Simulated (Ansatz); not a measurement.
Start from `C#CC(N)(F)S` and change one atom or group to get `NC(F)(S)C=O`.

Ansatz, PBE0-D4/def2-TZVP geometries, multiplicity 1. Each molecule was computed in one conformer, which needn't be the lowest.

| property | `C#CC(N)(F)S` |
| --- | --- |
| HOMO–LUMO gap (ωB97M-V/def2-TZVPP) / eV | 11.20 |
| HOMO energy (ωB97M-V/def2-TZVPP) / eV | -9.57 |
| HOMO–LUMO gap (PBE/def2-TZVPP) / eV | 4.72 |
| LUMO energy (ωB97M-V/def2-TZVPP) / eV | 1.62 |
| LUMO energy (B3LYP/def2-TZVPP) / eV | -0.63 |
| LUMO energy (PBE/def2-TZVPP) / eV | -1.35 |

Task: Give the same properties after the change, and the shifts. (Estimate.)

Result: Computed: 
```json
{"property": "HOMO–LUMO gap (ωB97M-V/def2-TZVPP) / eV", "`NC(F)(S)C=O`": "10.74", "shift": "-0.46"}
{"property": "HOMO energy (ωB97M-V/def2-TZVPP) / eV", "`NC(F)(S)C=O`": "-9.88", "shift": "-0.31"}
{"property": "HOMO–LUMO gap (PBE/def2-TZVPP) / eV", "`NC(F)(S)C=O`": "3.69", "shift": "-1.03"}
{"property": "LUMO energy (ωB97M-V/def2-TZVPP) / eV", "`NC(F)(S)C=O`": "0.86", "shift": "-0.76"}
{"property": "LUMO energy (B3LYP/def2-TZVPP) / eV", "`NC(F)(S)C=O`": "-1.62", "shift": "-0.99"}
{"property": "LUMO energy (PBE/def2-TZVPP) / eV", "`NC(F)(S)C=O`": "-2.45", "shift": "-1.10"}
```

With PBE0 the HOMO falls by 0.27 eV and the LUMO falls by 0.98 eV, so the gap narrows by about 0.71 eV. PBE moves the HOMO by -0.08 eV and ωB97M-V by -0.31 eV.

B3LYP here is the variant with VWN-RPA as its local correlation; programs differ in this.
